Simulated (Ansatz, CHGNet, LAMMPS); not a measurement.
# How well does each level of theory give the elastic constant C11 of rock-salt BaO?

Reference value: 126 GPa (measured, temperature not stated, not corrected to a static lattice; as tabulated in Oses et al. (2018), arXiv:1811.08464).

```json
[
 {"level (code)": "ionic model pedone2006 (rigid ions, LAMMPS)", "value (GPa)": "138", "cell (Å³/atom)": "20.81"},
 {"level (code)": "CHGNet 0.3.0 (CHGNet)", "value (GPa)": "[?]", "cell (Å³/atom)": "22.21"},
 {"level (code)": "LDA (Ansatz)", "value (GPa)": "153", "cell (Å³/atom)": "20.06"},
 {"level (code)": "PBE (Ansatz)", "value (GPa)": "115", "cell (Å³/atom)": "21.65"},
 {"level (code)": "B3LYP (VWN-RPA form) (Ansatz)", "value (GPa)": "115", "cell (Å³/atom)": "21.95"},
 {"level (code)": "LC-ωPBE (Ansatz)", "value (GPa)": "[?]", "cell (Å³/atom)": "21.10"},
 {"level (code)": "Hartree–Fock (Ansatz)", "value (GPa)": "118", "cell (Å³/atom)": "22.38"}
]
```

Q: Fill in the missing entries.

A: 
- CHGNet 0.3.0 (CHGNet), value (GPa): 112
- LC-ωPBE (Ansatz, a program for electronic structure), value (GPa): 135

Differences against the reference: ionic model pedone2006 +9.5 %, CHGNet 0.3.0 -11.1 %, LDA +21 %, PBE -8.7 %, B3LYP (VWN-RPA form) -8.7 %, LC-ωPBE +7.1 %, Hartree–Fock -6.3 %.

Leaving aside ionic model pedone2006, which can be fitted to such values or carry a doubt: The reference's temperature isn't stated, so close values are not ranked against it.

The reference has no zero-point or thermal correction, while the calculations are for a static lattice, so the differences are not the levels' errors alone. A static lattice is as a rule stiffer than a warm one, by over a tenth in soft solids.  Each level is taken at its own relaxed cell. Ansatz's density-functional and Hartree–Fock values are scalar-relativistic unless marked +SOC, with PAW data made under PBE.

Empirical potentials (ionic model pedone2006) are fitted to chosen data, which need not cover the solid at hand: agreement can be built in, and what lay outside the fit can be far off. Machine-learned potentials (CHGNet 0.3.0) are trained on DFT data, which may include these solids.

Differences are worked out from the printed values.
